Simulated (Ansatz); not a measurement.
**BSiC (quartet): from Hartree-Fock to the top rungs, cc-pVTZ**

One table from this session's results is given with a row withheld; the runs are named, their logs left out.

Program: Ansatz 0.2.0, Gaussian basis. Level of theory: cc-pVTZ, core rule «outside noble gas», up to 7 orbitals frozen. These are calculated values, not measurements.

The runs, in order: UHF; CCSD(T) on ROHF; CCSD(T) on UHF; BCCD(T) on ROHF; CCSDT(Q) on ROHF; CCSDT(Q) on UHF; CASSCF and NEVPT2, 11 electrons in 12 orbitals.

5 further runs of the same task are left out: 5 set aside as unsound or not needed.

**The geometry**

The geometry is a PBE0/def2-TZVP stationary point (not a proven minimum) of the parent state, kept for this charge and spin.

3 atoms, charge 0, spin multiplicity 4.

Atoms are counted from 1 here; the program's logs count them from 0.

Bond lengths: B1–C2 1.370 Å, C2–Si3 1.676 Å. Angles: B1–C2–Si3 180.0°.

Set-up of the first run:

File in.yaml:

```yaml
crystal:
  periodic: [false, false, false]
  atoms:
    - {symbol: B, position_ang: [0.000000, 0.000000, -1.472133]}
    - {symbol: C, position_ang: [0.000000, 0.000000, -0.102133]}
    - {symbol: Si, position_ang: [0.000000, 0.000000, 1.574267]}
basis:
  gaussian: {orbitals: cc-pVTZ}
magnetization: {spin_polarized: true, initial_magnetization: 3}
hamiltonian: {xc: hf}
output: {orbitals: {seedname: orbitals}}
```

The run is started by

```
$ ansatz run in.yaml --threads 1 --pin off --events-out ev --progress --plain --max-ram 4096MiB --backend cpu
```

Among the steps run: UHF; CCSD(T) on ROHF; CCSD(T) on UHF; BCCD(T) on ROHF; CCSDT(Q) on ROHF; CCSDT(Q) on UHF; CASSCF and NEVPT2, 11 electrons in 12 orbitals.

One table of the session follows, with a row left open; its other results are not shown here.

It belongs to the step «Misses and costs». 

| method | from RCCSDT(Q) (kcal/mol) |
| --- | --- |
| ROHF | +194.95 |
| UHF | +190.42 |
| RMP2 | +33.27 |
| UMP2 | +33.92 |
| RCCSD | +13.97 |
| UCCSD | +13.81 |
| RCCSD(T) | +3.72 |
| UCCSD(T) | +3.76 |
| BCCD(T) | +3.68 |
| RCCSDT | ? |
| UCCSDT | +1.65 |
| RCCSDT(Q) | 0 |
| UCCSDT(Q) | +0.06 |
| CASSCF valence | +126.26 |
| NEVPT2 valence | +26.74 |

**Question.** Estimate the row for RCCSDT.

**Answer.** from RCCSDT(Q) (kcal/mol): +1.62. In the column «from RCCSDT(Q) (kcal/mol)» it lies between UCCSDT(Q) (+0.06) and UCCSDT (+1.65).

To keep in mind: Restricted and unrestricted rows rest on different reference determinants; where their highest levels disagree by more than a few hundredths of an eV, they describe different states and don't form one ladder.
